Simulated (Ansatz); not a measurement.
For rhombohedral A7 Sb, PBE-D4 (PAW; Ansatz, a program for electronic structure) gives:

lattice parameter a: 4.321 Å
c axis length: 11.028 Å
bulk modulus B0: 43.0 GPa
cohesive energy: 3.19 eV/atom

Task: What does r²SCAN-D4 in Ansatz (plane waves, PAW) give for the same quantities?

Result: 
- lattice constant a: 4.327 Å (goes up by 0.1 %)
- lattice parameter c: 11.395 Å (rises by 3.3 %)
- bulk modulus: 33.2 GPa (falls by 23 %)
- cohesive energy: 2.71 eV/atom (shrinks by 0.48 eV/atom)

For comparison: lattice constant a 4.301 Å (measured, 78 K, zero-point motion not removed; as tabulated in Schiferl, Barrett, J. Appl. Cryst. 2, 30 (1969), COD 9009654); lattice parameter c 11.232 Å (measured, 78 K, zero-point motion not removed; as tabulated in Schiferl, Barrett, J. Appl. Cryst. 2, 30 (1969), COD 9009654); bulk modulus 39.5 GPa (measured, copied from a table, unchecked, extrapolated to 0 K and zero-point effects removed; as tabulated in Lejaeghere et al. (2013), arXiv:1204.2733); cohesive energy 2.75 eV/atom (measured, 0 K, copied from a table, unchecked, 0 K, 1 atm; zero-point vibration energy not added; as tabulated in Kittel's textbook).

Changes are worked out from the printed values.

Unless a cell is named, each level is at its own relaxed cell (PBE-D4 29.72, r²SCAN-D4 30.79 Å³/atom).

Levels without +SOC leave out spin–orbit coupling, which shifts energies and cells of such heavy elements.

Ansatz's density-functional and Hartree–Fock values are scalar-relativistic unless marked +SOC, with PAW data made under PBE.
